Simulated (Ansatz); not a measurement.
We consider litharge PbO, described by PBEsol in Ansatz (plane waves, PAW).

Settings: plane-wave cutoff 520 eV, 10×10×8 k mesh (along the axes of the cell as run), scalar-relativistic PAW data made under PBE.

Cell (relaxed at this level):

```xyz
4
Lattice="3.9872 0.0000 0.0000 0.0000 3.9872 0.0000 0.0000 0.0000 5.0883" Properties=species:S:1:pos:R:3 pbc="T T T"
Pb     1.9936     0.0000     3.9036
Pb     0.0000     1.9936     1.1848
O      1.9936     1.9936     0.0000
O      0.0000     0.0000     0.0000
```

Q: What does this level give for the elastic constant C13, elastic constant C33, elastic constant C12, elastic constant C66, elastic constant C11 and elastic constant C44?

A: 
elastic constant C13: 12.6 GPa
elastic constant C33: 17.4 GPa
elastic constant C12: 64.8 GPa
elastic constant C66: 57.7 GPa
elastic constant C11: 67.8 GPa
elastic constant C44: 14.0 GPa

Note: the cell comes from a level without a dispersion term, which matters for the spacing of layers, chains or molecules; the cell has widely spaced layers and the level no dispersion term, so their spacing and the moduli can rest on weak binding.

Elastic constants are with the ions relaxed.

Spin–orbit coupling is not included; it can shift volumes and moduli of such heavy elements.

Static lattice: no zero-point or thermal effects.

Ansatz is an electronic-structure program.
